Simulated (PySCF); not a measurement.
Can point charges reproduce the dipole moment of phosphanamine, `NP`?

Coordinates (PBE0-D3(BJ)/def2-TZVP, Å) and charges (e) from the PBE0/pcSseg-2 density (PySCF):

```tsv
atom	x	y	z	Mulliken	IAO	Hirshfeld	ESP-fitted
N1	0.802	-0.301	-0.099	-0.4977	-0.8082	-0.2818	-0.6644
P2	-0.694	0.338	-0.589	+0.2526	+0.3641	+0.1049	-0.1735
H3	0.964	-0.545	0.865	+0.1706	+0.2701	+0.1205	+0.3110
H4	1.604	0.140	-0.516	+0.1718	+0.2807	+0.1179	+0.3436
H5	-1.529	-0.760	-0.250	-0.0400	-0.0415	-0.0244	+0.1091
H6	-1.124	1.097	0.544	-0.0573	-0.0652	-0.0370	+0.0742
```

Question: What dipole does each set of charges give (1 e·Å = 4.803 D), and what does the density give?

Answer: The full density gives (0.92, 0.13, 1.36) D, 1.65 D in size; dipole vectors point from the negative to the positive end.

```
    scheme     μx    μy     μz  size (D)  share of the full size (%)  angle to the full dipole (°)
  Mulliken  -0.04  0.64  -0.30      0.71                          43                           108
       IAO  -0.26  1.05  -0.34      1.13                          69                           108
 Hirshfeld   0.41  0.24  -0.02      0.47                          29                            61
ESP-fitted   0.91  0.09   1.31      1.59                          97                             1
```

Question: Which set comes closest?

Answer: Length of the difference vector: ESP-fitted 0.06 D, Hirshfeld 1.48 D, Mulliken 1.98 D, IAO 2.26 D. Closest: ESP-fitted. ESP charges are fitted to the potential around the molecule, whose slowest-falling term is the dipole's. The schemes that divide the density aren't constrained to reproduce the dipole.

Question: What is left for the Hirshfeld atoms' own dipoles?

Answer: The Hirshfeld atoms' densities add up to the full density, so μ = Σ q r + Σ (atomic dipoles). The atomic dipoles sum to (0.92, 0.13, 1.36) − (0.41, 0.24, -0.02) = (0.51, -0.11, 1.38) D, 1.48 D in size.

Question: With the origin at the mean of the coordinates, (0.004, -0.005, -0.007) Å, which are the largest single terms, by size, of the ESP-fitted dipole along the direction of the full one?

Answer: H3 +1.82, N1 -1.11, H4 +0.80, P2 +0.70, H5 -0.58 D; all 6 atoms together +1.59 D. The single terms depend on the origin, their sum doesn't.

Question: Give the size of the full dipole in other units.

Answer: 1.65 D = 0.648 au = 0.343 e·Å = 5.49 × 10⁻³⁰ C·m.

The structure is a single PBE0-D3(BJ)/def2-TZVP conformer in the gas phase; no vibrational or solvent corrections.

The run behind these numbers computed NMR shieldings as well. Hardware: one thread of an Intel Xeon Platinum 8175M at 2.50 GHz, no GPU (shared host). Cost: 11 s, 0.46 GiB resident at most.

Shape of the structure used: `[NH2:1][PH2:2]`: H–N1–P2–H -62°, H–N1–P2–H 33°.
